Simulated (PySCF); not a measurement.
Frontier orbitals and the lowest excitations

Compound: cyclobutyl chloride, C4H7Cl.
Atom-mapped SMILES: `[Cl:1][CH:2]1[CH2:3][CH2:4][CH2:5]1` (hydrogens: H6 on C2; H7, H8 on C3; H9, H10 on C4; H11, H12 on C5)

Geometry (PBE0-D3(BJ)/def2-SVP, Å), atoms numbered from 1 in this order:
```
atom  x, y, z in Å
Cl1    1.8490    0.3705   -1.8127
C2     0.9708    0.0921   -0.2861
C3    -0.1454    1.0687    0.0953
C4    -0.9253   -0.1447    0.6419
C5    -0.0400   -1.0569   -0.2314
H6     1.7352    0.0096    0.4994
H7     0.1072    1.8954    0.7747
H8    -0.6174    1.4777   -0.8102
H9    -2.0101   -0.1716    0.4662
H10   -0.7415   -0.3007    1.7155
H11   -0.4838   -1.2191   -1.2248
H12    0.3013   -2.0210    0.1723
```

Method used: TDDFT wB97X-D/def2-SVPD, vertical, gas phase, core orbitals frozen in the response (PySCF 2.14.0, density-fitted response routines).

Kohn–Sham orbitals with the atoms that hold most of them (Löwdin shares over 4%, at most four atoms; ? is withheld):

| orbital | ε (eV) | atoms |
| --- | --- | --- |
| HOMO-3 | -11.40 | C4 24%, C3 23%, C5 23%, H12 7% |
| HOMO-2 | -11.37 | C4 18%, C5 13%, C3 13%, H10 10% |
| HOMO-1 | -10.14 | ? |
| HOMO | ? | Cl1 65%, C2 13%, H6 5%, C4 5% |
| LUMO | 2.23 | ? |
| LUMO+1 | 2.59 | Cl1 37%, C2 16%, H6 8%, H7 6% |
| LUMO+2 | 2.96 | Cl1 32%, H6 12%, C4 11%, H9 10% |

(1) Give the leading atoms of the HOMO-1.

(2) Which atoms hold the LUMO, and with what shares?

(3) What is the HOMO energy, and the HOMO–LUMO gap?

## Answers

(1) Cl1 (bonded to C) 68%; C2 (bonded to 2 C, Cl and H) 12%; C3 (bonded to 2 C and 2 H) 7%; C5 (bonded to 2 C and 2 H) 7%. By element: chlorine 68%, carbon 27% or more.

(2) Cl1 (bonded to C) 25%; C4 (bonded to 2 C and 2 H) 14%; C2 (bonded to 2 C, Cl and H) 10%; H9 (bonded to C) 9%. By element: chlorine 25%, carbon 24% or more, hydrogen 9% or more.

(3) ε(HOMO) = -10.09 eV; the gap is 12.32 eV (0.4527 hartree).

**Question.** How does S1 compare with the orbital gap of 12.32 eV?

**Answer.** S1 is at 7.45 eV (f = 0.0050), 4.87 eV below the gap, made of HOMO→LUMO (53%), HOMO→LUMO+1 (30%). Without the coupling terms of the response equations the lowest excitation would equal the gap.

Next come S2 at 7.47 eV (f 0.0005), HOMO-1→LUMO (54%), HOMO-1→LUMO+1 (29%), HOMO-1→LUMO+2 (8%); S3 at 8.40 eV (f 0.020), HOMO→LUMO+1 (57%), HOMO→LUMO (17%), HOMO→LUMO+2 (12%); S4 at 8.48 eV (f 0.069), HOMO-1→LUMO+1 (57%), HOMO-1→LUMO (15%), HOMO-1→LUMO+2 (11%); S5 at 8.93 eV (f 0.060), HOMO→LUMO+4 (48%), HOMO→LUMO+2 (36%).

Löwdin shares depend on the basis, the more so with diffuse functions.

The run took 40 s wall on an Intel Xeon 6975P-C with one thread, no GPU, shared host with 192 logical CPUs at a one-minute load of 71, and the process peaked at 0.75 GiB of memory.

One conformer stands for the species.
